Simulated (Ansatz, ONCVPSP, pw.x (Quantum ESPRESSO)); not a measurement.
**pw.x on bcc Mo: one setting changed**

Potential: optimised norm-conserving Vanderbilt (ONCV), ONCVPSP 4.0.1.1 (patched build), LDA (Perdew-Wang 92); core [Ar] 3d10, reference 4s2 4p6 4d5 5s0.5 5p0.5; waves: 4s+5s: rc 1.75 bohr, ncon 4, nbas 8, qcut 8.9 1/bohr, 2 projectors; 4p+5p: rc 2.40 bohr, ncon 3, nbas 7, qcut 5.9 1/bohr, 2 projectors; 4d: rc 2.45 bohr, ncon 4, nbas 9, qcut 6.7 1/bohr, 3 projectors, debl 1.9 Ha; local part: polynomial inside 1.20 bohr (lpopt 5, dvloc0 6 Ha); core correction: Teter function fitted to the true core (icmod 2), fcfact 0.3.

The reference run (k-mesh 15³, cutoffs 65/260 Ry, Fermi–Dirac 0.01 Ry, mixing_beta 0.4, conv_thr 1e-9, no spin) gives 1.14 GPa at 15.067 Å³/atom, where all-electron LAPW gives 0.24 GPa. This run, with its own iteration cap, changes smearing to mv.

```
&control
  calculation='scf', prefix='x', pseudo_dir='./', outdir='./tmp', tstress=.true., disk_io='none'
/
&system
  ibrav=0, nat=1, ntyp=1, ecutwfc=65, ecutrho=260, nbnd=15,
  occupations='smearing', smearing='mv', degauss=0.01
/
&electrons
  conv_thr=1e-09, mixing_beta=0.4, electron_maxstep=60
/
ATOMIC_SPECIES
Mo 1.0 Mo.UPF
CELL_PARAMETERS angstrom
  -1.55592598 1.55592598 1.55592598
  1.55592598 -1.55592598 1.55592598
  1.55592598 1.55592598 -1.55592598
ATOMIC_POSITIONS crystal
Mo 0.0000 0.0000 0.0000
K_POINTS automatic
15 15 15 0 0 0
```

```bash
pw.x < Mo.scf.in > Mo.scf.out
```

Task: How does the run end?

Result: It converges in 10 iterations; the free energy moves by +21.5 meV/atom and the pressure by +0.05 GPa. This scheme is built to cancel the term in the square of the width that Fermi–Dirac smearing leaves in the F of a metal.

```
Message from routine setup:
     using ibrav=0 with symmetry is DISCOURAGED, use correct ibrav instead
     lattice parameter (alat)  =       5.0927  a.u.
     unit-cell volume          =     101.6772 (a.u.)^3
     number of electrons       =        14.00
     number of Kohn-Sham states=           15
     kinetic-energy cutoff     =      65.0000  Ry
     charge density cutoff     =     260.0000  Ry
     scf convergence threshold =      1.0E-09
     Exchange-correlation= SLA  PW   NOGX NOGC
     number of k points=   120  Marzari-Vanderbilt smearing, width (Ry)=  0.0100
     iteration #  1     ecut=    65.00 Ry     beta= 0.40
     total energy              =    -151.99469002 Ry
     estimated scf accuracy    <       0.15183779 Ry
     iteration #  2     ecut=    65.00 Ry     beta= 0.40
     total energy              =    -152.00046129 Ry
     estimated scf accuracy    <       0.01652387 Ry
     iteration #  3     ecut=    65.00 Ry     beta= 0.40
     total energy              =    -152.00263445 Ry
     estimated scf accuracy    <       0.00095506 Ry
     iteration #  4     ecut=    65.00 Ry     beta= 0.40
     total energy              =    -152.00272213 Ry
     estimated scf accuracy    <       0.00012496 Ry
     iteration #  5     ecut=    65.00 Ry     beta= 0.40
     total energy              =    -152.00273102 Ry
     estimated scf accuracy    <       0.00000862 Ry
     iteration #  6     ecut=    65.00 Ry     beta= 0.40
     total energy              =    -152.00273396 Ry
     estimated scf accuracy    <       0.00000256 Ry
     iteration #  7     ecut=    65.00 Ry     beta= 0.40
     total energy              =    -152.00273392 Ry
     estimated scf accuracy    <       0.00000025 Ry
     iteration #  8     ecut=    65.00 Ry     beta= 0.40
     total energy              =    -152.00273396 Ry
     estimated scf accuracy    <       0.00000001 Ry
     iteration #  9     ecut=    65.00 Ry     beta= 0.40
     total energy              =    -152.00273397 Ry
     estimated scf accuracy    <          6.7E-09 Ry
     iteration # 10     ecut=    65.00 Ry     beta= 0.40
     the Fermi energy is    22.0625 ev
!    total energy              =    -152.00273397 Ry
     estimated scf accuracy    <          2.0E-10 Ry
     smearing contrib. (-TS)   =      -0.00003385 Ry
     The total energy is F=E-TS. E is the sum of the following terms:
     one-electron contribution =     -14.70603731 Ry
     hartree contribution      =      16.93811171 Ry
     xc contribution           =     -32.93829622 Ry
     ewald contribution        =    -121.29647829 Ry
     convergence has been achieved in  10 iterations
          total   stress  (Ry/bohr**3)                   (kbar)     P=       11.88
     Message from routine punch:
     Nothing written, as per user request (disk_io='none')
```

The run took about 46 s on one core of a shared host (Neoverse-N1, 64 threads, 124 GiB, load 60).
